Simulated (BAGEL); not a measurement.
# C2H2F4 (norflurane): levels of theory compared

Aim: a comparison of 5 runs (HF/6-31G*, B3LYP/6-31G*, B3LYP/cc-pVDZ, PBE0/cc-pVDZ, RI-MP2/cc-pVDZ) of C2H2F4 (norflurane). 

Program for the calculation: BAGEL 1.2.2.

9 further runs of the same task are left out: 7 that didn't finish, 2 set aside as unsound or not needed. Runs told in other sessions of the task aren't counted.

**1. Starting point**

The species is C2H2F4 (8 atoms), meant as a singlet with charge 0. As SMILES, `FCC(F)(F)F`. The coordinates come from a PBE0-D4/def2-TZVP relaxation.

Bond lengths: F1–C2 1.364 Å, C2–C3 1.514 Å, C3–F4 1.332 Å, C3–F5 1.339 Å, C3–F6 1.332 Å, C2–H7 1.092 Å, C2–H8 1.092 Å. Some angles: F1–C2–C3 109.8°, C2–C3–F4 111.9°, C2–C3–F5 108.9°, C2–C3–F6 111.9°, F4–C3–F5 108.1°, F4–C3–F6 107.9°, F5–C3–F6 108.1°, F1–C2–H7 109.7°, F1–C2–H8 109.7°, C3–C2–H7 108.6°.

**2. The energy at HF/6-31G(d) (density fitting with qzvpp-jkfit, spherical functions) (run 1)**

Input file hf.json:

```json
{ "bagel" : [

{
  "title" : "molecule",
  "basis" : "6-31gs.json",
  "df_basis" : "qzvpp-jkfit",
  "angstrom" : true,
  "geometry" : [
    { "atom" : "F", "xyz" : [   -0.224600,   -1.506500,    0.915200 ] },
    { "atom" : "C", "xyz" : [   -0.211200,   -0.737800,   -0.211700 ] },
    { "atom" : "C", "xyz" : [    0.211200,    0.674300,    0.135500 ] },
    { "atom" : "F", "xyz" : [    1.434400,    0.711300,    0.662400 ] },
    { "atom" : "F", "xyz" : [    0.217100,    1.411800,   -0.982100 ] },
    { "atom" : "F", "xyz" : [   -0.624600,    1.243600,    1.002900 ] },
    { "atom" : "H", "xyz" : [    0.502000,   -1.148600,   -0.930100 ] },
    { "atom" : "H", "xyz" : [   -1.212300,   -0.705100,   -0.647900 ] }
  ]
},
{
  "title" : "hf"
},
{
  "title" : "print",
  "file" : "orbitals.molden",
  "orbitals" : true
}

]}
```

The basis set 6-31G* is read from a file made from the Basis Set Exchange's data (not shown).

Launch:

```bash
BAGEL_NUM_THREADS=1 BAGEL hf.json > hf.out
```

The program printed:

```text
* using 1 threads per process

  ===============================================================
  ===============================================================

  *** Geometry ***

  { "atom" : "F", "xyz" : [     -0.424432,     -2.846872,      1.729477 ] },
  { "atom" : "C", "xyz" : [     -0.399110,     -1.394240,     -0.400055 ] },
  { "atom" : "C", "xyz" : [      0.399110,      1.274242,      0.256058 ] },
[... 4 lines of this table left out ...]
  { "atom" : "H", "xyz" : [     -2.290915,     -1.332446,     -1.224354 ] },

  Number of auxiliary basis functions:      494

  Since a DF basis is specified, we compute 2- and 3-index integrals:
    o Being stored without compression. Storage requirement is 0.031 GB

  Number of basis functions:       88
  Number of electrons      :       50

    * METHOD: MOLECULE                             0.28

  *** RHF ***

  === Nuclear Repulsion ===
   273.0399609871

      * DIIS with orbital gradients will be used.

  === RHF iteration (6-31gs.json) ===
      0       -474.34282724          0.02448663           0.10
      1       -474.53746764          0.01637855           0.10
      2       -474.65061731          0.00135584           0.10
[... 10 lines of this table left out ...]
     13       -474.65229603          0.00000000           0.09
    * SCF iteration converged.

    * Permanent dipole moment:
           (    0.213072,     0.349202,     0.745034) a.u.

    * METHOD: HF                                   1.53

    * METHOD: PRINT                                0.02

  ===============================================================
```

Run time: 2 s. Hardware: 1 thread of Arm Neoverse V1, shared host.

**3. The energy at B3LYP/6-31G(d) (density fitting with qzvpp-jkfit, spherical functions) (run 2)**

Input file input.json:

```json
{ "bagel" : [

{
  "title" : "molecule",
  "basis" : "6-31gs.json",
  "df_basis" : "qzvpp-jkfit",
  "angstrom" : true,
  "geometry" : [
    { "atom" : "F", "xyz" : [      -0.224600,      -1.506500,       0.915200 ] },
    { "atom" : "C", "xyz" : [      -0.211200,      -0.737800,      -0.211700 ] },
    { "atom" : "C", "xyz" : [       0.211200,       0.674300,       0.135500 ] },
    { "atom" : "F", "xyz" : [       1.434400,       0.711300,       0.662400 ] },
    { "atom" : "F", "xyz" : [       0.217100,       1.411800,      -0.982100 ] },
    { "atom" : "F", "xyz" : [      -0.624600,       1.243600,       1.002900 ] },
    { "atom" : "H", "xyz" : [       0.502000,      -1.148600,      -0.930100 ] },
    { "atom" : "H", "xyz" : [      -1.212300,      -0.705100,      -0.647900 ] }
  ]
},

{
  "title" : "ks",
  "xc_func" : "b3lyp",
  "charge" : 0
},

{
  "title" : "print",
  "file" : "orbitals.molden",
  "orbitals" : true
}

]}
```

The basis set 6-31G* is read from a file made from the Basis Set Exchange's data (not shown).

Launch:

```bash
BAGEL_NUM_THREADS=1 BAGEL input.json > input.out
```

The program printed:

```text
* using 1 threads per process

  ===============================================================
  ===============================================================

  *** Geometry ***

  { "atom" : "F", "xyz" : [     -0.424432,     -2.846872,      1.729477 ] },
  { "atom" : "C", "xyz" : [     -0.399110,     -1.394240,     -0.400055 ] },
  { "atom" : "C", "xyz" : [      0.399110,      1.274242,      0.256058 ] },
[... 4 lines of this table left out ...]
  { "atom" : "H", "xyz" : [     -2.290915,     -1.332446,     -1.224354 ] },

  Number of auxiliary basis functions:      494

  Since a DF basis is specified, we compute 2- and 3-index integrals:
    o Being stored without compression. Storage requirement is 0.031 GB

  Number of basis functions:       88
  Number of electrons      :       50

    * METHOD: MOLECULE                             0.27

  *** Kohn-Sham DFT ***

    * Removing 16018 points whose weight is below 1.00e-10
    * Grid points: 103230

  === Nuclear Repulsion ===
   273.0399609871

       - DIIS with orbital gradients will be used.

  === KS iteration (b3lyp / 6-31gs.json) ===
      0       -434.58723766          0.13927165           0.45
      1       -325.43075021          0.24090953           0.44
      2       -345.11059783          0.18806103           0.44
[... 17 lines of this table left out ...]
     20       -476.76521732          0.00000001           0.44
    * SCF iteration converged.

    * Permanent dipole moment:
           (    0.172816,     0.283080,     0.604394) a.u.

    * METHOD: KS                                   9.86

    * METHOD: PRINT                                0.02

  ===============================================================
```

Wall time 11 s (1 thread of Arm Neoverse V1, shared host); peak memory 0.45 GiB.

Runs 3 to 4 aren't shown in full; the table further down has their settings and results.

**4. The energy at RI-MP2/cc-pVDZ (density fitting with qzvpp-jkfit) (run 5)**

Input file job.json:

```json
{ "bagel": [

{
  "title": "molecule",
  "basis": "cc-pvdz.json",
  "df_basis": "qzvpp-jkfit",
  "angstrom": "true",
  "geometry": [
    { "atom": "F", "xyz": [   -0.224600,   -1.506500,    0.915200 ] },
    { "atom": "C", "xyz": [   -0.211200,   -0.737800,   -0.211700 ] },
    { "atom": "C", "xyz": [    0.211200,    0.674300,    0.135500 ] },
    { "atom": "F", "xyz": [    1.434400,    0.711300,    0.662400 ] },
    { "atom": "F", "xyz": [    0.217100,    1.411800,   -0.982100 ] },
    { "atom": "F", "xyz": [   -0.624600,    1.243600,    1.002900 ] },
    { "atom": "H", "xyz": [    0.502000,   -1.148600,   -0.930100 ] },
    { "atom": "H", "xyz": [   -1.212300,   -0.705100,   -0.647900 ] }
  ]
},
{
  "title": "hf"
},
{
  "title": "mp2",
  "ncore": 6
}

]}
```

The basis set cc-pVDZ is read from a file made from the Basis Set Exchange's data (not shown).

Launch:

```bash
BAGEL_NUM_THREADS=1 BAGEL job.json > job.out
```

The program printed:

```text
* using 1 threads per process

  ===============================================================
  ===============================================================

  *** Geometry ***

  { "atom" : "F", "xyz" : [     -0.424432,     -2.846872,      1.729477 ] },
  { "atom" : "C", "xyz" : [     -0.399110,     -1.394240,     -0.400055 ] },
  { "atom" : "C", "xyz" : [      0.399110,      1.274242,      0.256058 ] },
[... 4 lines of this table left out ...]
  { "atom" : "H", "xyz" : [     -2.290915,     -1.332446,     -1.224354 ] },

[... 23 lines left out ...]
    * SCF iteration converged.
[... 1 line left out ...]
    * Permanent dipole moment:
[... 2 lines left out ...]
    * METHOD: HF                                   1.55

  *** RHF ***

  === Nuclear Repulsion ===
   273.0399609871

      * DIIS with orbital gradients will be used.

  === RHF iteration (cc-pvdz.json) ===
      0       -474.68256727          0.00000000           0.10
    * SCF iteration converged.

    * Permanent dipole moment:
           (    0.226449,     0.381784,     0.775035) a.u.

  === DF-MP2 calculation ===

    * freezing 6 orbitals
    * 3-index integral transformation done
    * assembly done

      MP2 correlation energy:   -1.0054350961      0.11

      MP2 total energy:       -475.6880023623

    * METHOD: MP2                                  0.33

  ===============================================================
```

Run time: 2.3 s. Hardware: 1 thread of Arm Neoverse V1, shared host.

**5. Overview of the runs**

| run | level | frozen core orbitals | energy (Eh) | dipole moment (D) | HOMO energy (eV) | LUMO energy (eV) | wall time |
| --- | --- | --- | --- | --- | --- | --- | --- |
| 1 | HF/6-31G* (density fitting with qzvpp-jkfit, spherical functions) | – | -474.652296 | 2.16 | -14.91 | 6.45 | 2 s |
| 2 | B3LYP/6-31G* (density fitting with qzvpp-jkfit, spherical functions) | – | -476.765217 | 1.75 | -9.66 | 2.11 | 11 s |
| 3 | B3LYP/cc-pVDZ (density fitting with qzvpp-jkfit) | – | -476.801331 | 1.82 | -9.79 | 1.61 | 9.9 s |
| 4 | PBE0/cc-pVDZ (density fitting with qzvpp-jkfit) | – | -476.345037 | 1.86 | -10.11 | 1.95 | 9.6 s |
| 5 | RI-MP2/cc-pVDZ (density fitting with qzvpp-jkfit) | 6 | -475.688002 | – | – | – | 2.3 s |

**6. What came out**

```
                                          quantity          value
                               run 5: total energy  -475.68800 Eh
run 5: correlation energy (6 core orbitals frozen)    -1005.4 mEh
```

What this shows: Over runs 1, 2, 3, 4 the dipole moment (its size) runs from 1.75 D (B3LYP/6-31G*) to 2.16 D (HF/6-31G*). Over runs 1, 2, 3, 4 the HOMO–LUMO gap runs from 11.41 eV (B3LYP/cc-pVDZ) to 21.36 eV (HF/6-31G*). The two ends differ in method and basis. Totals of different functionals can't be ranked against each other. All runs together took 34 s, the longest 11 s.
